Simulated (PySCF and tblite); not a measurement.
Values are calculated unless marked as measured or tabulated.
C₅H₁₁N, numbered as in [CH3:1][C@@H:2]1[CH2:3][CH2:4][NH:5][CH2:6]1. The same 3 conformers on PBE0-D3(BJ)/def2-SVP geometries, with only the solvent of the single-point energies changed (functional PBE0, basis set def2-TZVP, D3(BJ) where defined; PySCF).

The 5-ring runs over atoms 2–3–4–5–6.

```
conformer                                                                    shape  symmetry  dipole D
        1  5-ring between envelope and twist (ring torsions -18, 41, -47, 33, -9°)        C1      0.76
        2   5-ring between envelope and twist (ring torsions 21, -43, 47, -32, 7°)        C1      0.93
        3  5-ring between envelope and twist (ring torsions -6, 28, -39, 35, -17°)        C1      1.35
```

Energies (kcal/mol) above conformer 1 and its weight at 298.15 K (thermal terms from GFN2-xTB):

```
    solvent  E(2) − E(1)  E(3) − E(1)  weight of 1 (%)  dipole of 1 (D)  of 2
  gas phase         0.15         0.11               51             0.76  0.93
cyclohexane         0.24        -0.16               49             0.87  1.06
 chloroform         0.30        -0.41               44             1.00  1.20
    acetone            ?            ?                ?                ?     ?
      water         0.35        -0.65               39             1.17  1.38
```

Problem. What does acetone give?

Solution. E(2) − E(1) = 0.35 kcal/mol, E(3) − E(1) = -0.60 kcal/mol, weight of conformer 1 40 %, dipoles 1.13 and 1.34 D.

Problem. How much does the choice of solvent matter?

Solution. The widest range is that of E(3) − E(1), which runs from -0.65 (water) to 0.11 kcal/mol (gas phase), a spread of 0.76, against RT = 0.59. From gas phase to water conformer 3 gains, the one with the larger dipole, as a polar medium favours it. Some levels give another conformer the largest weight.
